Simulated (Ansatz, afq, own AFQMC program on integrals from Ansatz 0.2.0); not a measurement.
# C$_{2}$H$_{2}$F$_{3}$O, doublet: AFQMC among the cluster methods

| atom | x (Å) | y (Å) | z (Å) |
| --- | --- | --- | --- |
| F | -1.4995 | -1.1411 | 2.1684 |
| C | -1.3270 | -1.1329 | 0.8423 |
| F | -2.4840 | -0.7986 | 0.2763 |
| F | -1.0206 | -2.3690 | 0.4568 |
| C | -0.2260 | -0.1492 | 0.4731 |
| O | 0.0341 | -0.0616 | -0.8429 |
| H | -0.4914 | 0.8545 | 0.8739 |
| H | 0.7009 | -0.4235 | 1.0247 |

Basis def2-SVP. Only valence electrons are correlated. Integrals, coupled cluster, full CI and functionals: Ansatz 0.2.0; the random walks run on the same integrals in our own AFQMC program. ph-AFQMC/CISD is guided by a CISD state made of CCSD amplitudes; releasing the constraint for a short imaginary time cuts its bias at the price of noise, slowly where states lie close. ± is one standard error of the sampling.

Determinant: UHF, the one that the program's search chose, which needn't be the lowest solution. The geometry is a PBE0/def2-SVP stationary point of this or a neighbouring charge and spin state.

No full CI on the walks' own integrals is used here. The released AFQMC energy serves as the reference, which it does only where one determinant dominates, the energy is flat over the last release times and near the phaseless one (40 meV or 2 meV an electron, half that with transition metals). On small molecules, where full CI could be run and the noise was under 10 meV, such values lay within 10 meV of it in 19 cases of 20, a flattering rate, since the rule was set on those same cases; what remains of the bias isn't in the error bar.

Cautions: the released value is read at 0.60 1/Eh with a noise of 28 meV, more than in the cases checked (meV from the phaseless value at times in 1/Eh: -31 ± 22 at 0.20, -32 ± 21 at 0.40, -44 ± 28 at 0.60).

```
T1 diagnostic                               : 0.0138
weight of the determinant in the CISD state : 0.791
⟨S²⟩ of the determinant                     : 0.758
size of the correlated space                : 37 electrons in 88 orbitals
```

```
  level  correlation energy (eV)
    MP2                 -25.8734
   CCSD                 -26.8402
CCSD(T)                 -27.4030
```

(1) Estimate where AFQMC with the constraint released lies against CCSD(T) on the same integrals.

(1) 9.8 ± 2.7 kJ/mol below CCSD(T).

Reference: AFQMC with the constraint released, correlation energy -27.504 ± 0.028 eV.

```csv
level,E − E(reference) (kJ/mol),share of correlation (%)
CCSD(T),9.8 ± 2.7,99.63
ph-AFQMC/HF,-1.5 ± 6.0,100.06
ph-AFQMC/CISD,4.2 ± 3.0,99.84
```

Released energies are given only where the last usable release times agree within the noise; a slower fall can still hide under it.
